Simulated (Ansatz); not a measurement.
BeH: from a trial structure to a relaxed crystal

All numbers below come from DFT PBE, scalar-relativistic, plane waves, PAW (Ansatz). Cutoff 420 eV, Γ-centred k mesh, Gaussian smearing, no spin polarisation in the final step.

BeH was placed on the sites of a reported TmNi cell (Pnma, No. 62), with Be in place of Tm, H in place of Ni, at a guessed volume.

```
CELL_PARAMETERS angstrom
5.11059 0.00000 0.00000
0.00000 3.01789 0.00000
0.00000 0.00000 3.96512
ATOMIC_POSITIONS crystal
Be 0.17700 0.25000 0.13400
Be 0.32300 0.75000 0.63400
Be 0.67700 0.25000 0.36600
Be 0.82300 0.75000 0.86600
H 0.04000 0.25000 0.63000
H 0.46000 0.75000 0.13000
H 0.54000 0.25000 0.87000
H 0.96000 0.75000 0.37000
```

Cell and atoms relax at zero pressure; the relaxation can't lower the symmetry of the start. After a coarse first stage the cell is made exact in the group found at 0.06 Å.

Energies over the elements count from the elements' standard structures at the same level (H₂ as a molecule), with no empirical corrections.

Problem. Which crystal results?

Solution. It keeps Pnma (No. 62), but not the shape of the type it started on. Conventional cell: a = 6.035 Å, b = 2.286 Å, c = 3.777 Å. Be is coordinated by 1 H at 1.48 Å and 2 H at 1.60 Å; H is coordinated by 1 Be at 1.48 Å and 2 Be at 1.60 Å.

```xyz
8
Lattice="6.0353 0.0000 0.0000 0.0000 2.2862 0.0000 0.0000 0.0000 3.7766" Properties=species:S:1:pos:R:3 pbc="T T T"
Be    0.8332    0.5715    0.4649
Be    2.1844    1.7146    2.3532
Be    3.8509    0.5715    1.4234
Be    5.2021    1.7146    3.3117
H     5.1190    0.5715    2.1956
H     3.9339    1.7146    0.3074
H     2.1014    0.5715    3.4692
H     0.9163    1.7146    1.5809
```

Problem. What are its volume, energy, density and gap?

Solution. The volume per atom is 6.51 Å³. The density is 1.28 g/cm³ and the energy over the elements is 0.27 eV/atom. The gap on the 6×16×10 mesh is 0 eV (a metal).

The final run used a 6×16×10 mesh on its 8-atom cell and 0.10 eV smearing. The k mesh leaves about 4 meV/atom of noise in metals. Symmetry constrained the relaxation, so the result can be a saddle point. The steps took of the order of 50 core-seconds in all.

Cost: 3 runs of about 0.79 core-minutes in all, on Intel Xeon 6975P-C (Granite Rapids) (shared hosts).